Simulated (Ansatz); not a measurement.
Z-matrix (Å, degrees):
```
C
O 1 1.1688
H 1 1.1247 2 124.78
```
Charge 0, spin multiplicity 2.

Calculation: frozen-core CCSD(T)/def2-TZVPP // PBE0-D4/def2-TZVP in Ansatz (a quantum-chemistry and plane-wave program).

HF energy: -113.29861 Ha
MP2 correlation energy: -0.36503 Ha

Estimate the CCSD correlation energy, the (T) correction, the total energy and the T1 diagnostic.


The CCSD correlation energy is -0.37253 Ha. The (T) correction comes out as -0.01661 Ha and the CCSD(T) total energy is -113.68774 Ha. The T1 diagnostic comes out as 0.022.
